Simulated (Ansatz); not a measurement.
**Four-centre ligand exchange**

Start structure (BH$_{5}$S, closed shell), relaxed at PBE0-D4/def2-TZVP:

B1  (-0.574, -0.619, -0.154)
H2  (0.201, -1.189, -0.876)
H3  (-0.830, -1.167, 0.891)
H4  (-1.535, -0.121, -0.689)
H5  (0.861, 1.551, -0.602)
S6  (0.339, 1.001, 0.511)
H7  (1.539, 0.546, 0.918)
(Å)

The step: BH₃ + H₂S → BH₃S ([BH2][SH]) + H₂; bonds formed: H2–H5; dative contacts that become bonds: B1–S6; bonds broken: B1–H2, H5–S6. Ansatz 0.2.0; basis: def2-TZVPP and def2-QZVPP; cores frozen in the correlated methods. Extrapolation: Hartree–Fock as exp(−7.88 √X), correlation as X^−2.97. Energies below are by CCSD(T) at an estimated basis limit (MP2 extrapolated from triple and quadruple zeta, plus CCSD(T) − MP2 in triple zeta).

**Question.** What are the electronic barrier and the energy of the step, from the start structure to the end structure? (An estimate is asked for; the value comes from the calculation.)

**Answer.** The calculation gives: Barrier 78.2 kJ/mol; step energy -26.4 kJ/mol (downhill); reverse barrier, their difference, 104.6 kJ/mol. Barrier and step energy count from the start structure, the reverse barrier from the end structure.

The saddle point: One imaginary mode of 738i cm⁻¹.
```tsv
pair	start (Å)	saddle (Å)	end (Å)
B1–S6	1.98	2.05	1.77
H2–H5	2.83	1.17	0.75
B1–H2	1.20	1.27	3.31
H5–S6	1.35	1.57	3.66
```

Zero-point energy (harmonic, PBE0-D4): ZPE is 126.6 kJ/mol at the start and 119.5 kJ/mol at the saddle, so the barrier goes from 78.2 to 71.1 kJ/mol.

The T1 diagnostic stays at or below 0.015.

Labels in which every atom is bracketed show which atoms are joined, not bond orders.

For scale, one of the runs: CCSD(T)/def2-TZVPP, 143 basis functions, launched by `ansatz run in.yaml --threads 2 --pin off --events-out ev --progress --plain --max-ram 4352MiB`. The run took 5.5 s on 2 CPU threads of an Arm Neoverse V2 (shared host), with 0.79 GiB of host memory at its peak.
